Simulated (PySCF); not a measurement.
Compound: C₃H₆S.
SMILES: `SC1CC1`

Torsions of this conformer, `[SH:1][CH:2]1[CH2:3][CH2:4]1`: H–S1–C2–C3 -36°.

The closed-shell ground state was solved at several levels (PySCF, density fitting, gas phase, non-relativistic). Isolated species at its PBE0-D3(BJ)/def2-SVP geometry (one conformer only).

```
              level  basis functions  total energy (Eh)  HOMO (eV)  LUMO (eV)  gap (eV)  dipole (D)
CAM-B3LYP/def2-SVPD              135          -515.8197      -7.91       1.10      9.01        1.66
   wB97X-D/pcSseg-2              235          -516.1061      -8.40       1.96     10.36        1.66
```

Task: Estimate the row for PBE0/pcSseg-1, a basis of 105 functions; the other rows only guide the guess.

Result: Total energy -515.7654 Eh, HOMO -6.53 eV, LUMO 0.51 eV, gap 7.04 eV, dipole 1.66 D.

Task: Over all these levels, which gives the widest orbital gap and which the narrowest?

Result: wB97X-D/pcSseg-2 (range-separated hybrid) has the widest, 10.36 eV, and PBE0/pcSseg-1 (global hybrid, 25 % exact exchange) the narrowest, 7.04 eV. Functional and basis both differ between the two, so the spread mixes both effects.

Task: How far do the dipole and the HOMO energy spread over the levels?

Result: The dipole runs from 1.66 to 1.66 D (mean 1.66 D) and the HOMO from -8.40 to -6.53 eV.

The pairwise dispersion term of wB97X-D wasn't added to the energies; at a given geometry it leaves orbitals and properties as they are.
